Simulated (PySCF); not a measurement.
An unknown gives this computed stick spectrum. Method used: TDDFT wB97X-D/def2-SVPD, vertical, gas phase, core orbitals frozen in the response (PySCF 2.14.0, density-fitted response routines). Geometries: PBE0-D3(BJ)/def2-SVP, one conformer each.

| state | ν̃ (cm⁻¹) | f | main configurations (H = HOMO, L = LUMO) |
| --- | --- | --- | --- |
| S1 | 51970 | 0.135 | H→L+1 (52%), H→L (40%) |
| S2 | 53850 | 0.0029 | H-1→L+1 (58%), H-1→L (25%) |
| S3 | 54220 | 0.013 | H→L (40%), H→L+1 (34%), H→L+3 (16%) |
| S4 | 56780 | 0.0045 | H→L+5 (44%), H-2→L+1 (26%), H-2→L (15%) |
| S5 | 60410 | 0.031 | H→L+2 (72%) |
| S6 | 61330 | 0.0053 | H-1→L+5 (79%) |

Orbital energies (eV): HOMO-3 -12.31, HOMO-2 -9.65, HOMO-1 -9.55, HOMO -8.39, LUMO 2.09, LUMO+1 2.37, LUMO+2 3.05.

Question: Which candidate is it?
A. octatetraene (`C(/C=C/C=C)=C\C=C`)
B. ethylbenzene (`c1cc(ccc1)CC`)
C. 1-ethylimidazole (`C(n1cncc1)C`)

Answer: C. Its S1, at 6.44 eV, is the highest among the candidates; the nearest of the others has S1 at 5.42 eV. S1 is HOMO→LUMO+1 (52%), HOMO→LUMO (40%). Löwdin shares by element: HOMO carbon 74% or more, nitrogen 10% or more (atoms not listed hold the other 16%); LUMO carbon 30% or more, hydrogen 20% or more (atoms not listed hold the other 50%). At the same level the other candidates give, for their lowest levels:
- `CCc1ccccc1`: 5.42 eV (f 0.002); 6.11 eV (f 0.022); 7.01 eV (f 0.479); 7.01 eV (f 0.784); 7.31 eV (f 0.015); T1 4.17 eV; HOMO -8.74, LUMO 1.53 eV
- `C=C/C=C/C=C/C=C`: 4.27 eV (f 1.562); 5.95 eV (f 0.000); 6.28 eV (f 0.000); 6.30 eV (f 0.000); 6.51 eV (f 0.000); T1 2.18 eV; HOMO -7.52, LUMO -0.24 eV

Shape of the structure used: `[CH3:1][CH2:2][n:3]1[cH:4][cH:5][n:6][cH:7]1`: C1–C2–N3–C4 -81°.
Triplets come from the Tamm–Dancoff approximation.
